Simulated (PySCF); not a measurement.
# ClSiN: breathing scan

Method: PBE0/[Si def2-TZVP, N def2-TZVP, Cl def2-TZVP], no relativity, density fitting, PySCF.

Rigid scan from the singlet minimum (Si–Cl 2.009 Å, Si–N 1.558 Å; Cl–Si–N 180.0°). Coordinate: all bonds to the central atom scaled together. Energies in kJ/mol from the minimum.

| scale of all bonds to the centre | E (kJ/mol) | dipole size (D) |
| --- | --- | --- |
| 0.88 | 213.4 | 5.52 |
| 0.92 | 83.3 | 5.12 |
| 0.96 | 18.3 | 4.72 |
| 1.00 | 0.0 | 4.30 |
| 1.04 | 14.4 | 3.88 |
| 1.08 | 51.1 | 3.45 |
| 1.14 | 131.9 | 2.81 |
| 1.22 | 261.7 | 1.95 |
| 1.35 | 475.2 | 0.62 |

At long bonds a restricted determinant can lie too high, and another spin state can fall below this curve.

Other isomers or separated fragments may lie lower.
